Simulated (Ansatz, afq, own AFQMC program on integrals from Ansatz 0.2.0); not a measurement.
# Where AFQMC and coupled cluster stand for AlBHCl, singlet

```yaml
atoms:
  - { symbol: Al, position_ang: [0.0000, -0.1681, 1.6992] }
  - { symbol: B, position_ang: [0.0000, 1.1073, -0.1084] }
  - { symbol: Cl, position_ang: [0.0000, -0.2715, -1.2415] }
  - { symbol: H, position_ang: [0.0000, 2.1713, -0.6548] }
```

Connectivity, by distances: Al–BH–Cl.

Basis cc-pVDZ. Noble-gas cores (and the filled d shells of Ga–Kr and In–Xe) are frozen. Integrals, coupled cluster, full CI and functionals: Ansatz 0.2.0; the random walks run on the same integrals in our own AFQMC program. The CISD trial takes its coefficients from CCSD amplitudes. Released means that phaseless walkers are propagated on without the constraint, phases kept. Free AFQMC starts from the CCSD state and is never constrained. Its projection time is finite, and what remains of the start isn't in its error. ± is one standard error of the sampling.

Determinant: RHF, the one that the program's search chose, which needn't be the lowest solution. The geometry is a PBE0/def2-TZVP stationary point of this or a neighbouring charge and spin state.

No full CI on the walks' own integrals is used here; CCSDT(Q) serves as the reference and is uncertain by about the last step of the cluster series.

Cautions: higher spins were not checked; restricted determinant unstable towards unrestricted (UHF 77 meV lower, ⟨S²⟩ 0.45).

- T1 diagnostic: 0.0158
- weight of the determinant in the CISD state: 0.833
- size of the correlated space: 14 electrons in 44 orbitals

| level | correlation energy (eV) |
| --- | --- |
| MP2 | -7.0188 |
| CCSD | -8.1046 |
| CCSD(T) | -8.3369 |

Question: Estimate where AFQMC with the constraint released lies against CCSD(T) on the same integrals.

Answer: 7.2 ± 2.2 kJ/mol below CCSD(T).

Reference: CCSDT(Q), correlation energy -8.385 eV. The released energy is read at 2.40 1/Eh (meV from the phaseless value at times in 1/Eh: 12 ± 21 at 0.24, 8 ± 14 at 0.51, -19 ± 17 at 0.99, -47 ± 23 at 1.62, -43 ± 23 at 2.40).

```tsv
level	E − E(reference) (kJ/mol)	share of correlation (%)
CCSD(T)	4.6	99.43
CCSDT	1.8	99.78
ph-AFQMC/CISD	1.6 ± 1.7	99.80
released AFQMC	-2.6 ± 2.2	100.32
free AFQMC	1.8 ± 2.4	99.78
```

Free projections are given only where their last times agree within the noise and don't stop above the reference; a slow remainder of the start can still hide under it. A walk keeps the symmetry of its determinant, which the program's search chose and which needn't be the lowest solution, so a lower state of the same spin and another symmetry isn't excluded. Released energies are given only where the last usable release times agree within the noise; a slower fall can still hide under it.
